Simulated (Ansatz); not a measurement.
Take Ge in the diamond structure (space group Fd-3m, No. 227; a = 5.676 Å) as the base.

Levels (all Ansatz, a program for electronic structure, PAW): PBEsol (420 eV, without spin-orbit coupling); r2SCAN (500 eV, no spin-orbit coupling).

Levels that relaxed their own cell: PBEsol.

| level | band gap | lattice parameter a |
|---|---|---|
| PBEsol | zero | 5.676 Å |
| r2SCAN | 0.35 eV | – |

Measured: band gap 0.792 eV (static lattice; corrected from measurement; as listed in Anna Miglio et al., npj Computational Materials (2020)); lattice parameter a 5.644 Å (static lattice; corrected from measurement; as listed in Daniel Mejia-Rodriguez, S. B. Trickey, Phys. Rev. B (2018)).

Computed minus measured — band gap: PBEsol -0.79 eV, r2SCAN -0.44 eV (closest: r2SCAN); lattice parameter a: PBEsol +0.6 %. A measured gap can be an optical one, lowered by exciton binding. Levels without spin-orbit coupling miss its lowering of the gap, often about a third of the valence-band splitting.

Single points use the geometry relaxed with PBEsol. Whether these cells are dynamically stable was not tested. The real Ge has an indirect gap at ambient pressure; r2SCAN orders its close-lying valleys differently. A zero or small gap of Ge can be the functional's error rather than a property of the material.
